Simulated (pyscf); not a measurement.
Thermochemistry of product channels of silanol (HO–SiH₃) + H atom (H•) on the doublet surface, in kcal/mol, from ωB97M-D3(BJ)/def2-TZVP energies (ideal gas, 1 atm, RRHO with modes under 100 cm⁻¹ raised to 100, one conformer, R ln 2 for rigid chiral ones). PySCF, gas phase, ωB97X-D3(BJ)/def2-SVP geometries.

| products | ΔE | ΔH(298 K) | ΔG(298 K) | ΔG(900 K) |
|---|---|---|---|---|
| HO–SiH₂• + hydrogen (H₂) | ___ | -9.8 | -11.3 | -14.5 |
| •O–SiH₃ + hydrogen (H₂) | ___ | +13.2 | +12.2 | ___ |
| O atom (O) [triplet] + silyl (SiH₃•) + hydrogen (H₂) | +124.1 | +121.0 | +111.9 | +93.1 |

Question: Complete the blanks.

Answer: 
- HO–SiH₂• + hydrogen (H₂), ΔE: -10.4
- •O–SiH₃ + hydrogen (H₂), ΔE: +14.4
- •O–SiH₃ + hydrogen (H₂), ΔG(900 K): +10.3

These are energies of the channels, which say nothing of barriers. Left out: orbital degeneracy and the spin-orbit lowering of O. The orbital near-degeneracy of the XH₃O or XH₃S radical is left out.
